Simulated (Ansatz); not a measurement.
```yaml
crystal:
  periodic: [false, false, false]
  atoms:
    - {symbol: Fe, position_ang: [0.000000, 0.000000, -1.548927]}
    - {symbol: C, position_ang: [0.000000, 0.000000, 0.186930]}
    - {symbol: O, position_ang: [0.000000, 0.000000, 1.361997]}
basis:
  gaussian: {orbitals: def2-TZVP}
hamiltonian: {xc: pbe0}
relax: {f_tol: 0.004, max_steps: 80}
```

```sh
$ ansatz run in.yaml --threads 1 --pin off --events-out ev --progress --plain --max-ram 2176MiB
```

Steps of the relaxation (energy above the last step; positions in Å, forces in eV/Å):

```
3
step 1, 73.2 meV
Fe    0.000    0.000   -1.549    0.000    0.000    1.323
C     0.000    0.000    0.187    0.000    0.000    1.482
O     0.000    0.000    1.362    0.000    0.000   -2.806
```

```
3
step 2, 9.8 meV
Fe    0.000    0.000   -1.525    0.000    0.000    0.682
C     0.000    0.000    0.187    0.000    0.000   -0.465
O     0.000    0.000    1.337    0.000    0.000   -0.217
```

```
3
step 3, 0.4 meV
Fe    0.000    0.000   -1.508    0.000    0.000    0.114
C     0.000    0.000    0.181    0.000    0.000   -0.286
O     0.000    0.000    1.328    0.000    0.000    0.172
```

```
3
step 6, 0.0 meV
Fe    0.000    0.000   -1.506    0.000    0.000    0.000
C     0.000    0.000    0.178    0.000    0.000    0.000
O     0.000    0.000    1.328    0.000    0.000    0.000
```

Close pairs at the end: C2–O3 1.149 Å, Fe1–C2 1.684 Å.

A stationary point of restricted PBE0 after 6 steps (its stability towards spin polarisation wasn't tested); no frequencies were run, so it isn't proven a minimum. 7.5 s on 1 thread of AMD EPYC 9R45, shared host.
